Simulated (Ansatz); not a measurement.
## H2O2 (hydrogen peroxide): the energy, rung by rung

H2O2: 4 atoms, total charge 0, spin state singlet. As SMILES, `OO`. Geometry: optimised at PBE0/def2-SVP.

```xyz
4

O    -0.4773   -0.5794    0.0187
O     0.0606    0.7193    0.2069
H     0.1776   -1.1201    0.4813
H     0.2391    0.9803   -0.7070
```

Each level gives the dissociation energy of the O2–O1 bond into doublet OH and doublet OH (shapes relaxed at PBE0/def2-SVP, no zero-point term) (eV). The values are calculated.

```tsv
level	kind	program	value (eV)
SVWN5/def2-TZVPP	LDA	Ansatz	3.78
BLYP/def2-TZVPP	GGA	Ansatz	2.42
PBE/def2-TZVPP	GGA	Ansatz	2.71
r2SCAN/def2-TZVPP	meta-GGA	Ansatz	2.22
B3LYP/def2-TZVPP	global hybrid	Ansatz	2.20
wB97M-V/def2-TZVPP	range-separated hybrid	Ansatz	2.38
B2PLYP/def2-TZVPP	double hybrid	Ansatz	2.24
RPA@PBE/def2-TZVPP	RPA	Ansatz	1.99
MP2/def2-TZVPP	perturbation theory	Ansatz	2.55
```

The values span 1.99 to 3.78 eV. Measured bond enthalpies also hold zero-point and thermal terms, a few tenths of an eV less.
